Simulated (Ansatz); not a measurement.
# BH5OSi: the cost of one run

Program: Ansatz 0.2.0 through its Python package. The levels of theory stand in the script. These are calculated values, not measurements.

## Step 1: The structure

Bond lengths: B1–Si2 1.881 Å, Si2–O3 1.713 Å, B1–H4 1.142 Å, B1–H5 1.232 Å, Si2–H6 1.486 Å, Si2–H7 1.489 Å, O3–H8 0.965 Å. Angles: B1–Si2–O3 108.4°, B1–Si2–H6 109.9°, B1–Si2–H7 109.5°, O3–Si2–H6 110.3°, O3–Si2–H7 110.3°, H6–Si2–H7 108.4°, Si2–B1–H4 122.2°, Si2–B1–H5 121.1°, H4–B1–H5 116.6°, Si2–O3–H8 103.7°.

The script holds or builds the structure itself.

## Step 2: The code

The input, run_basis.py:

```python
"""How the energy of BH5OSi converges with the basis."""

from dataclasses import dataclass

import ansatz
from ase import Atoms


@dataclass
class Options:
    functional: str = "b3lyp"


opts = Options()

atoms = Atoms(["B", "Si", "O", "H", "H", "H", "H", "H"], positions=[
    [-0.8601, 0.5641, -0.7631],
    [0.6188, 0.08, 0.2934],
    [0.1326, -1.1647, 1.3652],
    [-1.3722, -0.1736, -1.4686],
    [-1.3017, 1.7139, -0.7506],
    [1.1032, 1.2587, 1.0579],
    [1.722, -0.3967, -0.5851],
    [0.0495, -1.9388, 0.7951],
])
molecule = ansatz.Crystal.molecule_from_ase(atoms)

calculation = molecule.calculation().functional(opts.functional)

energies = {}
for basis in ["STO-3G", "6-31G", "6-31G*", "def2-SVP", "def2-SVPD", "def2-TZVP", "def2-TZVPP"]:
    summary = calculation.basis(gaussian=basis).run(threads=1, pin="off").report
    size = summary["n_frozen"] + summary["n_occupied"][0] + summary["n_virtual"][0]
    energies[basis] = (summary["reference_energy_ev"] / 27.211386246, summary["free_energy_ev"] / 27.211386246)
    print(f"{basis:14s} {size:4d} orbitals  reference {energies[basis][0]:14.6f} Ha  total {energies[basis][1]:14.6f} Ha")

last = energies["def2-TZVPP"][1]
for basis, (_, total) in energies.items():
    print(f"{basis:14s} lies {27.211386 * (total - last):9.4f} eV above def2-TZVPP")
```

## Step 3: Launch

On the command line:

```bash
> python run_basis.py
```

**Question.** How long does this script take on 1 thread of Arm Neoverse V2, shared host, and how much memory does it need?

About 14 s, with a peak of 0.37 GiB.
